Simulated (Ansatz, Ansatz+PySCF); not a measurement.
```
atom   x (Å)    y (Å)    z (Å)
   S  0.0000   0.1873  -1.4368
   S  0.0000  -0.6335   0.3076
   H  0.0000   0.4462   1.1291
```

Basis set: cc-pVTZ on H; cc-pV(T+d)Z on S (spherical functions). Correlated methods keep 10 orbitals frozen. Correlation on ROHF uses semicanonical orbitals with singles. Charge 0, multiplicity 2.

Computed with Ansatz (development build ahead of 0.2.0); each method stands on the lowest determinant of its kind that the runs found.

Question: Give the atomization energy at this shape (free ground-state atoms in the same class of orbitals less the molecule, no zero-point energy) of doublet HS2 by ROHF-CCSD(T), ROHF-MP2, UHF-MP2.

Answer:

```tsv
method	atomization energy
ROHF-CCSD(T)	153.83 kcal/mol
ROHF-MP2	154.92 kcal/mol
UHF-MP2	155.55 kcal/mol
```
